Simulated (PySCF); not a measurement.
**A basis-limit estimate, worked out**

An elementary step of CH₈OSi, closed shell (SiH₄O ([OH][SiH3]) + CH₄ → CH₆OSi ([CH3][SiH2][OH]) + H₂; Si–H, H–C broken or loosened, Si–C, H–H formed or tightened). “Start” and “end” are the PBE0-D4/def2-TZVP structures reached by relaxing down either side of its saddle point, with the molecules still in contact.

Program: PySCF 2.14 with density fitting (its default auxiliary sets; JK sets also for MP2 and CCSD(T)). Basis: def2-TZVPP and def2-QZVPP. Cores are frozen in the correlated methods.

Energies in eV:

| quantity | end | start |
| --- | --- | --- |
| Hartree–Fock, triple zeta (X = 3) | -11058.95820 | -11059.36022 |
| Hartree–Fock, quadruple zeta (X = 4) | -11059.38469 | -11059.78692 |
| MP2 correlation, X = 3 | -15.84545 | -15.62038 |
| MP2 correlation, X = 4 | -16.94286 | -16.69880 |
| CCSD(T) correlation, X = 3 | -17.58931 | -17.41371 |

(1) Work out the step energy at the basis limit: extrapolate Hartree–Fock as E(X) = E∞ + A exp(−7.88 √X) and the MP2 correlation as E(X) = E∞ + B X^−2.97 (the exponents that Neese and Valeev fitted for def2-TZVPP and QZVPP), then add CCSD(T) − MP2 in triple zeta.

T1 diagnostic: at most 0.012.

Results:

(1) Each step is linear, so take the differences first (end − start): Hartree–Fock 0.40202 (X = 3) and 0.40223 (X = 4); MP2 correlation -0.22507 and -0.24406; CCSD(T) correlation -0.17560.
Two points give E∞ = E(4) + w [E(4) − E(3)], with w = 1/(exp(7.88 (2 − √3)) − 1) = 0.1377 for Hartree–Fock and w = 1/((4/3)^2.97 − 1) = 0.7407 for the correlation.
Hartree–Fock: 0.40223 + 0.1377 × 0.00021 = 0.4023 eV.
MP2 correlation: -0.24406 + 0.7407 × (-0.01899) = -0.2581 eV.
CCSD(T) − MP2: -0.17560 − (-0.22507) = 0.0495 eV.
Sum: 0.4023 + (-0.2581) + 0.0495 = 0.1937 eV, or 4.47 kcal/mol. Plain CCSD(T) in triple zeta gives 0.2264 eV, so the larger basis shifts the result by -0.0327 eV.

Labels in which every atom is bracketed show which atoms are joined, not bond orders.

For scale, one of the runs: CCSD(T)/def2-TZVPP, 216 basis functions, launched by `OMP_NUM_THREADS=4 python run.py`. The run took 2.2 min on 4 CPU threads of an AMD EPYC 9R45 (shared host), with 3 GiB of host memory at its peak.
